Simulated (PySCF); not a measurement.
Gas-phase reaction: 4 SiCl + 3 Cl2 + 2 HO2 ⇌ 2 SiCl3OH + 2 SiOCl2

Energies from PySCF, thermal terms from the rigid-rotor harmonic-oscillator model, ideal gas at 1 bar. † marks an energy on the PBE0/def2-TZVP geometry and frequencies; other levels use their own. MP2 and CCSD(T) freeze the core. 6-31G* has spherical d functions here. Open shells (unrestricted): SiCl (multiplicity 2, electronic degeneracy 4), HO2 (multiplicity 2); the rest are closed-shell singlets. Spin-orbit splitting is ignored; it lowers the true energy and changes the entropy of SiCl. B3LYP is the form with VWN-RPA correlation. SiCl3OH, SiOCl2: computed as isolated molecules; such fragments, hydroxides, amides, oligomers or adducts are transient or little studied in the gas. MP2 isn't extrapolated to the basis-set limit; its ΔH°(298 K) is -3252.5 kJ in def2-SVP and -3412.0 kJ in def2-TZVPP. CCSD(T) isn't extrapolated to the basis-set limit; its ΔH°(298 K) is -2994.2 kJ in def2-SVP and -3152.9 kJ in def2-TZVPP. The harmonic model lacks anharmonicity and excited electronic states, which grow with temperature; levels with a mode under 35 cm⁻¹ are left out. Internal rotation in SiCl3OH is treated as a harmonic vibration of one conformer, which makes the entropy rough.

| level | ΔE electronic, kJ | ΔH°(298 K), kJ | ΔS°(298 K), J/K | ΔG°(800 K), kJ |
|---|---|---|---|---|
| B3LYP/6-31G* | -2902 | -2872 | -776 | -2261 |
| B3LYP/def2-TZVP† | -3007 | -2978 | -773 | -2370 |
| BLYP/def2-TZVP† | -2888 | -2859 | -773 | -2251 |
| CCSD(T)/def2-SVP† | -3023 | -2994 | -773 | -2386 |
| HF/6-31G* | -2792 | -2763 | -788 | -2141 |
| HF/def2-TZVP† | -2900 | -2870 | -773 | -2262 |
| MP2/def2-TZVPP† | -3441 | -3412 | -773 | -2804 |
| PBE/def2-SVP | -2956 | -2926 | -767 | -2322 |
| PBE/def2-TZVP† | -2999 | -2970 | -773 | -2362 |
| r2SCAN/def2-TZVP† | -3207 | -3178 | -773 | -2570 |
| ωB97M-V/def2-TZVP† | -3186 | -3157 | -773 | -2549 |
ΔH° is lowest at MP2/def2-TZVPP† and highest at HF/6-31G*. No reference value is set beside these.
